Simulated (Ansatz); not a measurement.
**Which isomer of CH6NS+ gives these data?**

These gas-phase data were calculated for one isomer of CH6NS+ at PBE0-D3(BJ)/def2-SVP (harmonic, unscaled wavenumbers; equilibrium rotational constants with average atomic masses):

* rotational constants: 17.7, 7.228, 5.477 GHz
* all wavenumbers above 1500 cm⁻¹: 3502, 3495, 3393, 3197, 3167, 3057, 1605, 1600

Candidates:

(1) `CS[NH3+]`, a singlet
(2) `C[NH2+]S`, a singlet
(3) `[NH3+]CS`, a singlet

Task: Which candidate do the data belong to?

Result: Candidate (1). No mode falls between 2500 and 2800 cm⁻¹, where the S–H stretch of (2), (3) would stand.

The same quantities for all candidates:

```
     rotational constants (GHz)                     wavenumbers above 1500 cm⁻¹  E above the lowest, PBE0-D3(BJ)/def2-SVP (kcal/mol)
(1)          17.7, 7.228, 5.477  3502, 3495, 3393, 3197, 3167, 3057, 1605, 1600                                                 14.5
(2)         29.82, 5.291, 4.863        3483, 3431, 3232, 3216, 3093, 2705, 1613                                                 18.4
(3)         29.01, 5.158, 4.769  3507, 3496, 3399, 3207, 3126, 2707, 1624, 1608                                                  0.0
```

Harmonic stretches to hydrogen usually lie a few per cent above observed fundamentals. Each candidate is one conformer. Programs: Ansatz 0.2.0.
